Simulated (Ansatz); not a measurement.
Run this with the Python package of Ansatz (0.2.0) and show what comes out.

Contents of `c3h6no.xyz`:
```text
11

C     2.12530   -0.00380   -0.09330
N     0.74880   -0.22490    0.32650
C    -0.35480    0.14660   -0.50600
C    -1.75380   -0.09880   -0.04310
O    -0.15340    0.69600   -1.62300
H     2.31710    1.08500   -0.19540
H     2.82490   -0.42820    0.65740
H     0.56650   -0.68610    1.24640
H    -2.47980    0.13340   -0.85110
H    -1.97140    0.54480    0.83460
H    -1.86940   -1.16400    0.24710
```

`c3h6no.py`
```python
'''Vertical spin-state energies of C3H6NO.'''

import ansatz as az


def main() -> None:
    c3h6no = az.Crystal.molecule_from_extxyz('c3h6no.xyz')

    setup = (
        c3h6no.calculation()
        .basis(gaussian='def2-SVPD')
        .functional('r2scan', dispersion='d3bj')
    )
    found = {}
    for unpaired in [1, 3]:
        rep = setup.spin('collinear', total=unpaired).run(threads=1).report
        s = unpaired / 2
        found[unpaired] = rep['free_energy_ev']
        print(f'2S+1 = {unpaired + 1}: E = {found[unpaired]:.5f} eV, <S^2> = {abs(rep["mean_field"]["state"]["spin_squared"]):.3f} (pure state {s * (s + 1):.2f})')
    lowest = min(found, key=found.get)
    for unpaired, e in found.items():
        print(f'multiplicity {unpaired + 1}: {23.060548 * (e - found[lowest]):.1f} kcal/mol above the lowest')


if __name__ == '__main__':
    main()
```

```console
$ python c3h6no.py
DeckWarning: the engine holds no damping parameters fitted to this dispersion correction and functional, so the run takes those fitted to r2scan beside the three-body term, which d3bj leaves out (hamiltonian.dispersion, under Limitations)
2S+1 = 2: E = -6735.91447 eV, <S^2> = 0.756 (pure state 0.75)
2S+1 = 4: E = -6731.32512 eV, <S^2> = 3.764 (pure state 3.75)
multiplicity 2: 0.0 kcal/mol above the lowest
multiplicity 4: 105.8 kcal/mol above the lowest
```
(Warnings from the package without file and line.)

In order: multiplicity 2 (+0.00 eV) and multiplicity 4 (+4.59 eV), all at the one geometry.

Total energies depend on the basis set; only differences at equal settings carry meaning. The geometry is a force-field or estimated start, not a minimum of this method, and the basis set is short of its limit. All parts are taken at fixed geometry, without zero-point energy. The run takes the species as open-shell (spin multiplicity 2), which needn't be its ground state. A dispersion term here runs with damping parameters fitted for another variant or functional. Wall time of the script: 48 s on 1 thread of Arm Neoverse V1, with other jobs on the host, peak memory 0.32 GiB.
